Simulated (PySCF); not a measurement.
Which basis set comes closest?

Molecule: SMILES CS(C)=O, C$_{2}$H$_{6}$OS.

Cartesian coordinates in Å; atom numbers follow the order of the lines, from 1:
```xyz
10

C    -1.288    0.246   -0.364
S    -0.113   -1.027    0.176
C     1.386   -0.020   -0.011
O    -0.322   -1.192    1.652
H    -2.288   -0.179   -0.203
H    -1.145    0.481   -1.428
H    -1.159    1.136    0.268
H     1.287    0.871    0.626
H     2.215   -0.642    0.352
H     1.551    0.250   -1.065
```

Geometry PBE0-D3(BJ)/def2-SVP throughout; GIAO in PySCF 2.14, gas phase, one conformer, non-relativistic; equivalent atoms averaged; functional PBE0.

Reference values (measured; solution, not stated per compound (mostly CDCl3 or CCl4); Pretsch, Buehlmann, Badertscher, Structure Determination of Organic Compounds, 4th ed. (2009)): δ(C1/C3) = 40.1 ppm, δ(H5/H6/H7/H8/H9/H10) = 2.50 ppm. Computed shifts are taken against TMS, calculated as an isolated molecule at each level.

Q: How do the basis sets STO-3G, 6-31G, pcSseg-0, 6-31G*, def2-SVP, cc-pVDZ, pcSseg-1, aug-cc-pVDZ, 6-311+G(2d,p), def2-TZVP, cc-pVTZ, IGLO-III, pcSseg-2 perform against the reference? Times are CPU seconds on shared hosts with different chips, so compare them loosely.

A: 
```csv
basis set,functions,C1/C3,H5/H6/H7/H8/H9/H10,abs. error C,abs. error H,core-s
STO-3G,30,28.7,1.24,11.4,1.26,2
6-31G,52,41.7,2.09,1.6,0.41,3.9
pcSseg-0,52,48.0,2.28,7.9,0.22,6.3
6-31G*,72,40.4,2.01,0.3,0.49,4.9
def2-SVP,90,42.3,2.02,2.2,0.48,5.5
cc-pVDZ,90,43.1,2.05,3.0,0.45,11
pcSseg-1,105,44.4,2.19,4.3,0.31,11
aug-cc-pVDZ,150,43.5,2.28,3.4,0.22,20
"6-311+G(2d,p)",152,44.5,2.24,4.4,0.26,12
def2-TZVP,166,44.3,2.16,4.2,0.34,14
cc-pVTZ,208,43.9,2.17,3.8,0.33,33
IGLO-III,209,45.3,2.22,5.2,0.28,33
pcSseg-2,235,45.3,2.17,5.2,0.33,15
```

For 13C the closest is 6-31G* (0.3 ppm) and the furthest STO-3G (11.4 ppm).

For 1H the closest is pcSseg-0 (0.22 ppm, with aug-cc-pVDZ practically level) and the furthest STO-3G (1.26 ppm). Where a smaller basis beats a larger one, errors probably cancel; the largest sets show where the functional converges. One molecule is a small sample, and vibrational and solvent effects are absent from the calculation.

A small basis that lands close on one nucleus may do so by chance; judge by the trend and by all nuclei.
